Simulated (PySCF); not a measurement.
Compound: CH3CH2CF2CH3, C₄H₈F₂.
Geometry (PBE0-D3(BJ)/def2-TZVP, Å), atoms numbered from 1 in this order:
```
atom  x, y, z in Å
C1    -1.4966   -0.0771    0.7103
C2    -0.7463   -0.3969   -0.5701
C3     0.5765    0.3222   -0.7052
C4     1.6048    0.0567    0.3598
F5     1.1141   -0.0080   -1.9219
F6     0.3432    1.6727   -0.7601
H7    -2.4760   -0.5580    0.7061
H8    -0.9621   -0.4313    1.5942
H9    -1.6518    0.9982    0.8146
H10   -0.5468   -1.4688   -0.6485
H11   -1.3396   -0.1154   -1.4441
H12    1.2439    0.3983    1.3293
H13    1.8207   -1.0108    0.4132
H14    2.5196    0.5949    0.1114
```

Computed with PySCF at wB97X-D/pcSseg-2, non-relativistic, on one gas-phase PBE0-D3(BJ)/def2-TZVP geometry that isn't relaxed in the solvent. The solvent is an IEF-PCM continuum (van der Waals radii × 1.2). Only the electrostatic response of the medium enters.

Gas phase at wB97X-D/pcSseg-2: HOMO -11.15 eV, LUMO 2.25 eV, dipole 2.44 D.

Q: What does the continuum do to the energy, the frontier levels and the dipole at wB97X-D/pcSseg-2 in chloroform?

A: 
```json
{"solvent": "chloroform", "ε": "4.711", "E(solvent) − E(gas) (kJ/mol)": "-11.40", "polarisation term (kJ/mol)": "-12.58", "distortion of the solute (kJ/mol)": "1.18", "HOMO (eV)": "-11.08", "LUMO (eV)": "2.50", "dipole (D)": "2.89"}
```

The polarisation term is half the interaction of the solute with the surface charges that it induces; the rest is the cost of distorting the solute's density. The sum is the electrostatic part of solvation alone.

Q: Which radius a makes the point-dipole formula ΔE = −[(ε − 1)/(2ε + 1)]·μ²/a³ give the value in chloroform, with the gas-phase dipole?

A: μ = 0.961 au and |ΔE| = 0.00434 Eh give a = 2.24 Å; the farthest nucleus lies 2.63 Å from the centroid of the nuclei, so such a sphere wouldn't even hold the nuclei. The formula assumes a rigid point dipole at the centre of a sphere.

Q: Give the dipole vector in the frame of the coordinates (D, pointing from negative to positive charge), gas and chloroform.

A: Gas (-0.57, -1.44, 1.89), solvent (-0.64, -1.73, 2.22). Its length changes by +18 % and its direction by less than 1°.

The pairwise dispersion term of wB97X-D wasn't added to the energies; at a given geometry it leaves orbitals and properties as they are.
